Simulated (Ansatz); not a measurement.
CH3N: structure from calculated spectroscopic constants

These gas-phase data were calculated for one isomer of CH3N at PBE0-D4/def2-TZVP (harmonic, unscaled wavenumbers; equilibrium rotational constants with average atomic masses):

- rotational constants: 205.4, 34.32, 29.41 GHz
- all wavenumbers above 1500 cm⁻¹: 3566, 3413, 2945, 1694
- dipole moment: 3.50 D (PBE0/def2-TZVPD)

Candidates:

(1) `[CH-]=[NH2+]`, a singlet
(2) `C=N`, a singlet

Q: Which candidate do the data belong to?

A: Candidate (1). 2 modes lie between 3250 and 3800 cm⁻¹, one for each N–H bond, while (2) has 1.

The same quantities for all candidates:

```tsv
	rotational constants (GHz)	wavenumbers above 1500 cm⁻¹	dipole (D)	E above the lowest, PBE0-D4/def2-TZVP (kcal/mol)
(1)	205.4, 34.32, 29.41	3566, 3413, 2945, 1694	3.50	34.9
(2)	198.2, 35.21, 29.9	3464, 3132, 3034, 1738	2.01	0.0
```

Each candidate is one conformer. Programs: Ansatz 0.2.0.
